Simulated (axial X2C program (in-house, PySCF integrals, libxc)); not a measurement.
Si₂⁺: cheaper levels and CCSD(T), 2c

Computed with an in-house all-electron X2C program for linear molecules (integrals from PySCF). Two-component (2c) means X2C with spin–orbit coupling and atomic mean-field two-electron Coulomb and Gaunt terms. Basis: Si dyall-v3z [8s7p2d1f] (cores contracted in-house); Gaussian nuclei, density fitting, unrestricted open shells. Masses: Si 27.977 u.

State: Ω = 3/2 (⟨Sz⟩ = 1.50, ⟨Lz⟩ = 0.00 at HF); fragments Si+ + Si.

```tsv
level	Re (Å)	ωe (cm⁻¹)	De (eV)
PBE0	2.282	466.7	3.66
HF	2.263	497.8	2.28
MP2	2.268	490.8	3.36
CCSD	2.276	479.3	3.15
LDA	2.290	448.0	4.33
```

Correlated methods: 7 electrons correlated (number of frozen shells: Si 2 s, 1 p), 141 virtual spin orbitals or spinors in MP2, 90 natural virtuals in coupled cluster.

CCSD(T), same Hamiltonian and basis:

Re = 2.284 Å, ωe = 469.1 cm⁻¹, De = 3.35 eV; T1 = 0.022 (Lee–Taylor normalisation).

Give the differences from CCSD(T) in the columns below.



| level | ΔRe (Å) | Δωe (cm⁻¹) | ΔDe (eV) |
| --- | --- | --- | --- |
| PBE0 | -0.002 | -2 | 0.31 |
| HF | -0.021 | 29 | -1.07 |
| MP2 | -0.016 | 22 | 0.01 |
| CCSD | -0.008 | 10 | -0.20 |
| LDA | 0.006 | -21 | 0.98 |

The state is a single determinant with fixed occupations, the lowest that a limited PBE0 search found. De is counted from the lowest determinant-based energies of the atoms at the same level, without counterpoise correction. Density functionals use the spin component along the axis (collinear). CCSD and (T) use frozen natural virtuals with an MP2 correction for the truncation; (T) itself is uncorrected, so its De runs slightly low. In 2c an atomic determinant is not the ground J level, so De misses part of the atomic spin–orbit lowering. This holds for PBE0, MP2, CCSD, LDA, CCSD(T). PBE0 can misorder states that lie within some tenths of an eV, so this need not be the ground state of the molecule. The nearest other 2c determinant of the search, Ω = 1/2, lies 0.31 eV up at the distance of the search. Without a current term, density functionals place determinants with orbital angular momentum somewhat too high. With several unpaired electrons one determinant need not be a pure state. This is the top spin component of a Σ state; components of lower Ω are not single determinants and can lie lower.
